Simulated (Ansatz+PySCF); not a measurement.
# doublet C₂H₃O: levels of theory in one basis

```xyz
6

C    -0.9700   -0.6482    0.0000
C     0.0083    0.5059    0.0000
H    -0.4472   -1.6082    0.0000
H    -1.6093   -0.5637    0.8811
H    -1.6093   -0.5637   -0.8811
O     1.1535    0.4500    0.0000
```

Basis set: cc-pVTZ (spherical functions). Left uncorrelated: 3 orbitals. Correlation on ROHF uses semicanonical orbitals with singles. Charge 0, multiplicity 2.

Computed with Ansatz (development build ahead of 0.2.0); each method stands on the lowest determinant of its kind that the runs found.

```
  method  E − E(ROHF) (eV)  <S²> of the determinant
    ROHF              0.00                     0.75
     UHF             -0.13                     0.76
ROHF-MP2            -14.71                        –
 UHF-MP2            -14.67                     0.76
```

Q: What does ROHF-CCSD(T) give on the same scale?

A: -15.82 eV.
